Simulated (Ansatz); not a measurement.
C3H4, singlet: CASSCF and its corrections

Program: Ansatz, Gaussian basis, development build; NEVPT3, NEVPT4(SD), MRCISD by development code. Basis cc-pVTZ, nonrelativistic, 3 orbitals frozen in the corrections. State-specific CASSCF; RHF is the lowest restricted (open-shell) Hartree–Fock solution met. Letters tell apart solutions met in one space. Solutions may break the symmetry of the shape. No proof that the lowest CASSCF solution was found.

Geometry:

```xyz
7

C     0.0000    0.0000    0.0000
C     0.0000    0.0000   -1.3112
C     0.0000    0.0000    1.3112
H     0.0000    0.9268   -1.8766
H     0.0000   -0.9268   -1.8766
H     0.0000   -0.9268    1.8766
H     0.0000    0.9268    1.8766
```

CASSCF less RHF, in eV, and natural occupations:

```
    CAS  CASSCF             occupations
(4,4) a  -1.832  1.91, 1.00, 1.00, 0.09
(4,4) b  -1.259  1.98, 1.92, 0.08, 0.02
```

Question: What totals less RHF do the corrections give on each solution?

Answer: 

| CAS | SC-NEVPT2 | FIC-NEVPT2 | NEVPT3 | NEVPT4(SD) | MRCISD |
| --- | --- | --- | --- | --- | --- |
| (4,4) a | -13.518 | -13.537 | -14.291 | -14.664 | -13.070 |
| (4,4) b | -12.707 | -12.759 | -13.688 | -14.171 | -12.556 |

Question: In CAS(4,4), is the solution lowest in CASSCF also lowest after SC-NEVPT2?

Answer: Yes: (4,4) a stays lowest, 0.81 eV under the next.

Question: How do single-reference totals in the same basis and frozen core stand against SC-NEVPT2 in CAS(4,4) a?

Answer: CCSD(T) -0.751 eV. Coupled cluster stands on the determinant that it favours, which can lie over the RHF solution above, and is in doubt where the occupations are far from 0, 1 and 2.

Question: Roughly how much CPU time does a whole run from the default start take (median of such runs, summed over threads; nearly all runs on one pinned thread of a shared server, mostly Xeon at 2.3 to 2.6 GHz, by a development driver)?

Answer: CAS(4,4) a: about 4.6 s. Other jobs ran beside these, and the count of passes differs.
